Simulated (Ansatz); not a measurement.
Which YAML input does this script hand to the engine? (the Ansatz DFT code, driven from Python)

The script, `alclh3n.py`:
```python
# -*- coding: utf-8 -*-
"""Static correlation in AlClH3N: natural occupations of an active space."""

import ansatz
from ase import Atoms

atoms = Atoms(["N", "Al", "Cl", "H", "H", "H"], positions=[
    [-0.9283, 0.0315, -0.6639],
    [0.4278, -0.134, 0.598],
    [1.4199, -2.0788, 0.7942],
    [-1.1971, 1.0885, -0.644],
    [-0.555, -0.0927, -1.6359],
    [0.8748, 1.1214, 1.5053],
])
molecule = ansatz.Crystal.molecule_from_ase(atoms)

job = (
    molecule.calculation()
    .basis(gaussian="6-31G*")
    .correlation(active_electrons=4, active_orbitals=5)
)
for method in ["sc_nevpt2"]:
    data = (job if method is None else job.correlation(method)).run().report
    space = data["configurations"]
    state = space["states"][0]
    print(method or "casscf", f"total {data['free_energy_ev'] / 27.211386246:.6f} Ha, active-space state {state['energy']['hartree']:.6f} Ha, mean field {data['reference_energy_ev'] / 27.211386246:.6f} Ha")
    print("  determinants", state["n_determinants"], " natural occupations", [round(n, 3) for n in space["natural_occupations"]])
print("effectively unpaired electrons, sum of min(n, 2 - n):", round(sum(min(n, 2 - n) for n in space["natural_occupations"]), 3))
```

```console
$ python alclh3n.py
sc_nevpt2 total -758.008590 Ha, active-space state -757.712705 Ha, mean field -757.661750 Ha
  determinants 100  natural occupations [1.976, 1.973, 0.026, 0.021, 0.004]
effectively unpaired electrons, sum of min(n, 2 - n): 0.103
```

`input.yaml`:
```yaml
crystal:
  periodic: [false, false, false]
  atoms:
    - { symbol: "N", position_ang: [-0.9283, 0.0315, -0.6639] }
    - { symbol: Al, position_ang: [0.4278, -0.134, 0.598] }
    - { symbol: Cl, position_ang: [1.4199, -2.0788, 0.7942] }
    - { symbol: H, position_ang: [-1.1971, 1.0885, -0.644] }
    - { symbol: H, position_ang: [-0.555, -0.0927, -1.6359] }
    - { symbol: H, position_ang: [0.8748, 1.1214, 1.5053] }
basis:
  gaussian:
    orbitals: "6-31G*"
correlation:
  method: sc_nevpt2
  active_space:
    window:
      electrons: 4
      orbitals: 5
```

Notes:
- Total energies depend on the basis set; only differences at equal settings carry meaning.
- The geometry is a force-field or estimated start, not a minimum of this method, and the basis set is short of its limit. The active space starts as a window about the frontier orbitals and is then optimised, not chosen by chemistry.
- Wall time of the script: 2.5 s on 1 thread of AMD EPYC 9R45 96-Core Processor (Zen 5), on a shared host, peak memory 0.19 GiB.
